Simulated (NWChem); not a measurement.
Species: nitrogen (N₂); SMILES N#N

```xyz
2

N      0.0000     0.0000     0.5447
N      0.0000     0.0000    -0.5447
```
Atoms are numbered in this order, from 1.

Program: NWChem. Pople sets run with spherical d functions. All runs use the structure optimised with PBE0-D3(BJ)/def2-TZVP. Vzz is the largest principal value of the second derivative of the potential at the nucleus (NWChem prints the opposite sign); η is the asymmetry. Non-relativistic.

```tsv
level	Vzz N2 (a.u.)	η N2
Hartree-Fock/cc-pVTZ	-1.364	0.00
Hartree-Fock/6-31G*	[?]	0.00
CAM-B3LYP/def2-SVP	-1.013	0.00
CAM-B3LYP/def2-TZVP	-1.245	0.00
```

### Question
Complete the blanks.

### Answer

- Hartree-Fock/6-31G*, Vzz N2 (a.u.): -1.108
